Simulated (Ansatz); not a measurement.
# SiBH4O+ (SMILES OB[SiH2+]): functionals against CCSD(T) at one geometry

Aim: energy, forces and dipole at a frame of a short trajectory, from CCSD(T) and from density functionals.

Program: Ansatz 0.2.0, Gaussian basis. Level of theory: single points in def2-TZVPP. These are calculated values, not measurements.

Cores are frozen in the correlated methods.

**1. The system as given**

7 atoms, charge 1, spin multiplicity 1.

Atoms are counted from 1 here; the program's logs count them from 0.

Bond lengths: O1–B2 1.300 Å, O1–H4 0.954 Å, B2–Si3 2.049 Å, B2–H5 1.217 Å, Si3–H6 1.510 Å, Si3–H7 1.513 Å. Angles: B2–O1–H4 114.3°, O1–B2–Si3 116.5°, O1–B2–H5 128.9°, Si3–B2–H5 114.6°, B2–Si3–H6 125.5°, B2–Si3–H7 122.0°, H6–Si3–H7 112.0°.

As a file:

```xyz
7
BH4OSi
O    -1.52911    0.22165   -0.48477
B    -0.35236   -0.31786   -0.60842
Si    1.02989    0.16400    0.82518
H    -2.15635   -0.04696   -1.15219
H     0.04978   -1.08534   -1.46272
H     0.91373   -0.15410    2.29702
H     2.39489    0.71007    0.46952
```

**2. PBE-D4/def2-TZVPP**

run/in.yaml reads:

```yaml
crystal:
  periodic: [false, false, false]
  atoms:
    - {symbol: O, position_ang: [-1.529110, 0.221645, -0.484774]}
    - {symbol: B, position_ang: [-0.352365, -0.317863, -0.608424]}
    - {symbol: Si, position_ang: [1.029888, 0.164001, 0.825182]}
    - {symbol: H, position_ang: [-2.156348, -0.046965, -1.152192]}
    - {symbol: H, position_ang: [0.049782, -1.085338, -1.462724]}
    - {symbol: H, position_ang: [0.913735, -0.154101, 2.297023]}
    - {symbol: H, position_ang: [2.394894, 0.710073, 0.469516]}
basis:
  gaussian: {orbitals: def2-TZVPP}
total_charge: 1
hamiltonian: {xc: pbe, dispersion: d4}
output: {forces: true}
```

Run with:

```bash
ansatz run in.yaml --threads 2 --pin off --events-out ev --progress --plain --max-ram 3481MiB
```

**3. r2SCAN-D4/def2-TZVPP**

run/in.yaml, as its differences from that of step 2:

```diff
@@ -13,3 +13,3 @@
 total_charge: 1
-hamiltonian: {xc: pbe, dispersion: d4}
+hamiltonian: {xc: r2scan, dispersion: d4}
 output: {forces: true}
```

**4. PBE0-D4/def2-TZVPP**

run/in.yaml, as its differences from that of step 3:

```diff
@@ -13,3 +13,3 @@
 total_charge: 1
-hamiltonian: {xc: r2scan, dispersion: d4}
-output: {forces: true}
+hamiltonian: {xc: pbe0, dispersion: d4}
+output: {forces: true, orbitals: {seedname: orbitals}}
```

**5. wB97M-V/def2-TZVPP**

run/in.yaml, as its differences from that of step 4:

```diff
@@ -13,3 +13,3 @@
 total_charge: 1
-hamiltonian: {xc: pbe0, dispersion: d4}
-output: {forces: true, orbitals: {seedname: orbitals}}
+hamiltonian: {xc: {name: wB97M-V}}
+output: {forces: true}
```

**6. CCSD(T)/def2-TZVPP**

run/in.yaml, as its differences from that of step 5:

```diff
@@ -13,3 +13,3 @@
 total_charge: 1
-hamiltonian: {xc: {name: wB97M-V}}
+correlation: {method: ccsd_t}
 output: {forces: true}
```

(Steps that only read results are left out.)

What does the calculation give? Wanted: energy less free atoms, CCSD(T)/def2-TZVPP; RMS force component; RMS force error; HOMO and LUMO, PBE0-D4; T1 diagnostic.

As calculated:

```
                                  quantity                                                             value
energy less free atoms, CCSD(T)/def2-TZVPP                                                   -359.7 kcal/mol
                       RMS force component                              0.448 to 0.623 eV/Å over the methods
                           RMS force error  PBE-D4 0.234, r2SCAN-D4 0.148, PBE0-D4 0.194, wB97M-V 0.127 eV/Å
                    HOMO and LUMO, PBE0-D4                                               -14.13 and -9.38 eV
                             T1 diagnostic                                                             0.015
```

Against CCSD(T) the functionals' energies less atoms differ by -19.9 to -10.8 kcal/mol, PBE-D4 by -19.9 kcal/mol. The reference is not at the basis limit: in triple zeta CCSD(T) underbinds, which counts against methods that bind more; the gaps are no ranking. On forces the order runs from wB97M-V to PBE-D4. Frozen-core CCSD(T) forces in triple zeta carry basis errors of their own, and this is one geometry, so small gaps rank nothing.
